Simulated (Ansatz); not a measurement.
in.yaml

```yaml
crystal:
  periodic: [false, false, false]
  atoms:
    - {symbol: B, position_ang: [0.000000, 0.000000, -1.572000]}
    - {symbol: B, position_ang: [0.000000, 0.000000, -0.055600]}
    - {symbol: Cl, position_ang: [0.000000, 0.000000, 1.627600]}
basis:
  gaussian: {orbitals: cc-pVDZ}
total_charge: 1
magnetization: {spin_polarized: false, initial_magnetization: 2}
correlation: {active_space: {ras: {orbitals: [5, 2, 32], electrons: 12, max_holes: 2, max_particles: 2}, fixed_orbitals: true}}
```

```sh
$ ansatz run in.yaml --threads 1 --pin off --events-out ev --progress --plain --max-ram 2393MiB
```

The program prints:

```
460 factors; integrals over basis functions are off by at most 1.3e-3 eV
mean field evaluation 1: about -13832.6982 eV, gradient 2.1e1 eV
mean field evaluation 2: about -13832.8208 eV, gradient 2.1e1 eV
mean field evaluation 4: about -13835.8066 eV, gradient 3.1e0 eV
mean field evaluation 8: about -13835.9265 eV, gradient 5.1e-1 eV
mean field evaluation 16: about -13835.9305 eV, gradient 3.7e-6 eV
mean field evaluation 32: about -13829.9818 eV, gradient 1.0e1 eV
mean field -13835.93049577 eV, -508.4610673891 hartree, gradient 3.7e-6 eV, S^2 2.000000; 4 other end points of the search recorded, 0 dependent functions left out
reference -13835.93049577 eV, -508.4610673891 hartree; 14, 12 occupied and 32, 34 virtual orbitals, 460 factors
state -13842.14085477 eV, -508.6892938726 hartree
Total energy: -13842.14085477 eV, -508.6892938726 hartree
```

For the same geometry and basis UCCSDT(Q) lies 824.1 meV lower.

Ran on 1 thread of AMD EPYC, shared host: 11 s wall, 0.11 GiB peak host memory.
